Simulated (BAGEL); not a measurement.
**[AlH4]− (SMILES [AlH4-]) at FCI/STO-3G (density fitting with qzvpp-jkfit)**

Aim: the vertical ionisation energy of [AlH4]− at FCI/STO-3G (density fitting with qzvpp-jkfit), from 2 runs. 

The calculation is run with BAGEL 1.2.2.

## 1. The molecule

The species is [AlH4]− (5 atoms), meant as a singlet with charge -1. SMILES: `[AlH4-]`. Geometry: a GFN2-xTB relaxation, a rough one for these elements and not checked as a minimum.

Bond lengths: Al1–H2 1.628 Å, Al1–H3 1.628 Å, Al1–H4 1.628 Å, Al1–H5 1.627 Å. Angles: H2–Al1–H3 109.4°, H2–Al1–H4 109.5°, H2–Al1–H5 109.4°, H3–Al1–H4 109.5°, H3–Al1–H5 109.4°, H4–Al1–H5 109.6°.

## 2. The energy at FCI/STO-3G (density fitting with qzvpp-jkfit)

File calc.json:

```json
{ "bagel" : [

{
  "title" : "molecule",
  "basis" : "sto-3g",
  "df_basis" : "qzvpp-jkfit",
  "angstrom" : true,
  "geometry" : [
    { "atom" : "Al", "xyz" : [      -0.000020,       0.000060,      -0.001080 ] },
    { "atom" : "H", "xyz" : [       1.443510,      -0.504270,       0.556410 ] },
    { "atom" : "H", "xyz" : [      -1.182970,      -0.604500,       0.939130 ] },
    { "atom" : "H", "xyz" : [      -0.203840,      -0.517130,      -1.530710 ] },
    { "atom" : "H", "xyz" : [      -0.056670,       1.625850,       0.036250 ] }
  ]
},

{ "title" : "hf", "charge" : -1 },

{ "title" : "fci", "nstate" : 1, "charge" : -1, "ncore" : 5 }

]}
```

Started as:

```console
$ BAGEL_NUM_THREADS=1 BAGEL calc.json > calc.out
```

Output:

```text
* using 1 threads per process

  ===============================================================
  ===============================================================

  *** Geometry ***

  { "atom" : "Al", "xyz" : [     -0.000038,      0.000113,     -0.002041 ] },
  { "atom" : "H", "xyz" : [      2.727839,     -0.952932,      1.051463 ] },
  { "atom" : "H", "xyz" : [     -2.235489,     -1.142339,      1.774698 ] },
  { "atom" : "H", "xyz" : [     -0.385202,     -0.977234,     -2.892623 ] },
  { "atom" : "H", "xyz" : [     -0.107091,      3.072411,      0.068503 ] },

  Number of auxiliary basis functions:      200

  Since a DF basis is specified, we compute 2- and 3-index integrals:
    o Being stored without compression. Storage requirement is 0.000 GB

  Number of basis functions:       13
  Number of electrons      :       17

    * METHOD: MOLECULE                             0.02

  *** RHF ***

  === Nuclear Repulsion ===
    18.1028843584

      * DIIS with orbital gradients will be used.

  === RHF iteration (sto-3g) ===
      0       -241.12978560          0.01394817           0.00
      1       -241.14657709          0.00331270           0.00
      2       -241.14764532          0.00035814           0.00
      3       -241.14765579          0.00000594           0.00
      4       -241.14765579          0.00000038           0.00
      5       -241.14765579          0.00000001           0.00
      6       -241.14765579          0.00000000           0.00
    * SCF iteration converged.

    * Permanent dipole moment:
           (    0.000104,    -0.000313,     0.004879) a.u.

    * METHOD: HF                                   0.03

  ---------------------------
        FCI calculation
  ---------------------------

  Performs exactly the same way as Knowles & Handy 1984 CPL

  o alpha-beta strings
      length:           140
  o size of the space
      determinant space:  4900
      spin-adapted space: 1764

  o single displacement lists (alpha)
      length:          1400
  o single displacement lists (beta)
      length:          1400

     guess   0:   closed 1111....             open ........

  === FCI iteration ===

      0  0      -241.14765579     4.01e-03      0.00
      1  0      -241.20421444     1.19e-03      0.00
      2  0      -241.20751040     3.42e-04      0.00
      3  0      -241.20774482     7.28e-05      0.00
      4  0      -241.20775459     1.65e-05      0.00
      5  0      -241.20775507     2.81e-06      0.00
      6  0      -241.20775508     6.30e-07      0.00
      7  0      -241.20775508     1.75e-07      0.00
      8  0      -241.20775508     4.52e-08      0.00
      9  0      -241.20775508     9.73e-09      0.00
     10  0      -241.20775508     2.30e-09      0.00
     11  0      -241.20775508     5.50e-10      0.00
     12  0      -241.20775508     1.14e-10      0.00
     13  0 *    -241.20775508     2.92e-11      0.00

     * ci vector, state   0, <S^2> = 0.0000
       2222....    -0.9764853690
       2.22...2     0.0589905940
       222..2..     0.0541689635

    * METHOD: FCI                                  0.02

  ===============================================================
```

Run time: 0.22 s. Hardware: 1 thread of Arm Neoverse V2, shared host.

## 3. Doublet neutral AlH4

File input.json:

```json
{ "bagel" : [

{
  "title" : "molecule",
  "basis" : "sto-3g",
  "df_basis" : "qzvpp-jkfit",
  "angstrom" : true,
  "geometry" : [
    { "atom" : "Al", "xyz" : [   -0.000020,    0.000060,   -0.001080 ] },
    { "atom" : "H", "xyz" : [    1.443510,   -0.504270,    0.556410 ] },
    { "atom" : "H", "xyz" : [   -1.182970,   -0.604500,    0.939130 ] },
    { "atom" : "H", "xyz" : [   -0.203840,   -0.517130,   -1.530710 ] },
    { "atom" : "H", "xyz" : [   -0.056670,    1.625850,    0.036250 ] }
  ]
},
{ "title" : "hf", "charge" : 1 },
{ "title" : "fci", "nstate" : 1, "ncore" : 5, "nspin" : 1 }

]}
```

Started as:

```console
$ BAGEL_NUM_THREADS=1 BAGEL input.json > input.out
```

Output:

```text
* using 1 threads per process

  ===============================================================
  ===============================================================

  *** Geometry ***

  { "atom" : "Al", "xyz" : [     -0.000038,      0.000113,     -0.002041 ] },
  { "atom" : "H", "xyz" : [      2.727839,     -0.952932,      1.051463 ] },
  { "atom" : "H", "xyz" : [     -2.235489,     -1.142339,      1.774698 ] },
  { "atom" : "H", "xyz" : [     -0.385202,     -0.977234,     -2.892623 ] },
  { "atom" : "H", "xyz" : [     -0.107091,      3.072411,      0.068503 ] },

  Number of auxiliary basis functions:      200

  Since a DF basis is specified, we compute 2- and 3-index integrals:
    o Being stored without compression. Storage requirement is 0.000 GB

  Number of basis functions:       13
  Number of electrons      :       17

    * METHOD: MOLECULE                             0.02

  *** RHF ***

  === Nuclear Repulsion ===
    18.1028843584

      * DIIS with orbital gradients will be used.

  === RHF iteration (sto-3g) ===
      0       -240.58354372          0.02889551           0.00
      1       -240.68833016          0.01161742           0.00
      2       -240.70621585          0.00762980           0.00
      3       -240.71555486          0.00398383           0.00
      4       -240.71841968          0.00054008           0.00
      5       -240.71845162          0.00016934           0.00
      6       -240.71845584          0.00003490           0.00
      7       -240.71845600          0.00001453           0.00
      8       -240.71845604          0.00000392           0.00
      9       -240.71845604          0.00000111           0.00
     10       -240.71845604          0.00000022           0.00
     11       -240.71845604          0.00000005           0.00
     12       -240.71845604          0.00000002           0.00
     13       -240.71845604          0.00000000           0.00
    * SCF iteration converged.

    * Permanent dipole moment:
           (   -0.001893,     0.002198,    -0.002561) a.u.

    * METHOD: HF                                   0.03

  ---------------------------
        FCI calculation
  ---------------------------

  Performs exactly the same way as Knowles & Handy 1984 CPL

  o alpha-beta strings
      length:           126
  o size of the space
      determinant space:  3920
      spin-adapted space: 2352

  o single displacement lists (alpha)
      length:          1400
  o single displacement lists (beta)
      length:          1008

     guess   0:   closed 111.....             open ...1....

  === FCI iteration ===

      0  0      -241.09623804     4.92e-03      0.00
      1  0      -241.18239073     1.94e-03      0.00
      2  0      -241.19131152     6.17e-04      0.00
      3  0      -241.19209525     1.76e-04      0.00
      4  0      -241.19216444     6.03e-05      0.00
      5  0      -241.19217286     2.29e-05      0.00
      6  0      -241.19217414     8.51e-06      0.00
      7  0      -241.19217463     1.15e-05      0.00
      8  0      -241.19217615     2.59e-05      0.00
      9  0      -241.19219281     9.15e-05      0.00
     10  0      -241.19225473     9.05e-05      0.00
     11  0      -241.19227277     2.80e-05      0.00
     12  0      -241.19227437     9.06e-06      0.00
     13  0      -241.19227456     3.26e-06      0.00
     14  0      -241.19227460     1.91e-06      0.00
     15  0      -241.19227463     3.19e-06      0.00
     16  0      -241.19227481     8.89e-06      0.00
     17  0      -241.19227645     2.59e-05      0.00
     18  0      -241.19228024     1.89e-05      0.00
     19  0      -241.19228108     6.17e-06      0.00
    ** throwing out 1 trial vectors **
     20  0      -241.19228119     2.87e-06      0.00
    ** throwing out 1 trial vectors **
     21  0      -241.19228122     1.31e-06      0.00
    ** throwing out 1 trial vectors **
     22  0      -241.19228123     3.89e-07      0.00
    ** throwing out 1 trial vectors **
     23  0      -241.19228123     1.10e-07      0.00
    ** throwing out 1 trial vectors **
     24  0      -241.19228123     3.55e-08      0.00
    ** throwing out 1 trial vectors **
     25  0      -241.19228123     1.12e-08      0.00
    ** throwing out 1 trial vectors **
     26  0      -241.19228123     3.71e-09      0.00
    ** throwing out 1 trial vectors **
     27  0      -241.19228123     1.26e-09      0.00
    ** throwing out 1 trial vectors **
     28  0      -241.19228123     4.77e-10      0.00
    ** throwing out 1 trial vectors **
     29  0      -241.19228123     1.60e-10      0.00
    ** throwing out 1 trial vectors **
     30  0 *    -241.19228123     5.38e-11      0.00

     * ci vector, state   0, <S^2> = 0.7500
       222a....     0.7744154422
       22a2....     0.4182565403
       2a22....    -0.3487895069
       2.22a...     0.0848277810
       22.2a...    -0.0845771187
       2.22.a..     0.0646784085
       22.2.a..     0.0632617067
       22ab..a.    -0.0573067585
       2a2b...a     0.0570568471

    * METHOD: FCI                                  0.04

  ===============================================================
```

Wall time 0.26 s (1 thread of Arm Neoverse V2, shared host).

## 4. Outcome

At FCI/STO-3G (density fitting with qzvpp-jkfit), 5 core orbitals frozen:

| quantity | value |
| --- | --- |
| singlet [AlH4]−: total energy | -241.20776 Eh |
| doublet neutral AlH4: total energy | -241.19228 Eh |
| vertical detachment energy (to the doublet neutral) | 0.421 eV |

What this shows: Removing an electron at fixed nuclei costs 0.42 eV (9.7 kcal/mol). In a minimal basis such a difference can be off by several eV, whatever the method.
